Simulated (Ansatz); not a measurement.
# ClHSSi: short molecular-dynamics run, by script

How does ClHSSi move over a short run? Wanted for ClHSSi: a short molecular-dynamics run. SMILES: S[Si]Cl.

Program: Ansatz 0.2.0 through its Python package. Level of theory: BLYP/def2-SVP. These are calculated values, not measurements.

**1. The structure**

Bond lengths: S1–Si2 2.101 Å, Si2–Cl3 2.017 Å, S1–H4 1.318 Å. Angles: S1–Si2–Cl3 107.1°, Si2–S1–H4 98.8°.

clhssi.xyz, read by the script:

```xyz
4

S    -0.16460    0.95560   -0.61230
Si   -0.11730   -0.85680    0.44880
Cl    1.78110   -1.12840    1.07260
H    -1.44370    0.96930   -0.92930
```

**2. Script**

Contents of md_clhssi.py:

```python
import warnings

import ansatz as az
import numpy as np


def main() -> None:
    warnings.simplefilter("ignore", az.DeckWarning)

    clhssi = az.Crystal.molecule_from_extxyz("clhssi.xyz")

    model = (
        clhssi.calculation()
        .basis(gaussian="def2-SVP")
        .functional("BLYP")
        .scf(lower_state_search="off")
        .md("nvt_langevin", timestep=0.5, steps=20, temperature=500, initial_velocities="maxwell_boltzmann", seed=1, friction=0.02)
    )
    frames = []
    model.session().plan().execute(on_event=lambda e: frames.append(e["data"]) if e["event"] == "md_step" else None)
    print("t (fs)   E_pot (eV)      E_kin (eV)   T (K)   d(0-1) (A)")
    for f in frames[::2]:
        xyz = np.array(f["positions_ang"])
        print(f"{f['time_fs']:6.2f} {f['lagrangian_ev']:14.5f} {f['e_kin_ev']:10.5f} {f['temperature_k']:8.1f} {np.linalg.norm(xyz[0] - xyz[1]):9.4f}")
    print("mean temperature", round(float(np.mean([f["temperature_k"] for f in frames])), 1), "K")
    symbols = [site.symbol for site in clhssi.cartesian_sites]
    with open("last_frame.xyz", "w") as handle:
        handle.write(f"{len(symbols)}\nt = {frames[-1]['time_fs']} fs\n")
        handle.writelines("{:2s} {:10.5f} {:10.5f} {:10.5f}\n".format(s, *xyz) for s, xyz in zip(symbols, frames[-1]["positions_ang"]))


if __name__ == "__main__":
    main()
```

**3. Launch**

On the command line:

```console
python md_clhssi.py
```

Without the output at hand: what should come out? Wanted: total energy; dipole moment; mean temperature, second half; farthest move.

The runs gave:

| quantity | value |
| --- | --- |
| total energy | -31242.9129 eV |
| dipole moment | 0.90 D |
| length of the run | 20 steps, 10 fs |
| mean temperature, second half | 719 K |
| farthest move | 0.29 Å |

**Reading.** The temperature swings between 352 and 1009 K, with a mean of 719 K in the second half; 4 atoms fluctuate widely. A run of 10 fs is far too short for averages. The trajectory is only some femtoseconds long, and gives no averages; where the script doesn't relax first, it starts from a rough generated geometry. The printed temperature counts all 3N degrees of freedom under Langevin dynamics, so the first row lies under the target.
